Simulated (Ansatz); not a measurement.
Consider Pt in the fcc (Cu type) structure (space group Fm-3m, No. 225; a = 3.970 Å).

Levels (all Ansatz, a first-principles code, PAW): PBE (420 eV, spin-orbit coupling left out); PBEsol (420 eV, spin-orbit coupling left out).

Levels that relaxed their own cell: PBE and PBEsol.

```json
[
 {"level": "PBE", "lattice parameter a": "3.970 Å"},
 {"level": "PBEsol", "lattice parameter a": "3.918 Å"}
]
```

Measured: lattice parameter a 3.913 Å (static lattice; corrected from measurement; as listed in Daniel Mejia-Rodriguez, S. B. Trickey, Phys. Rev. B (2018)).

Computed minus measured — lattice parameter a: PBE +1.5 %, PBEsol +0.1 % (closest: PBEsol).

No phonon test of stability was made. All final runs are without spin polarisation.
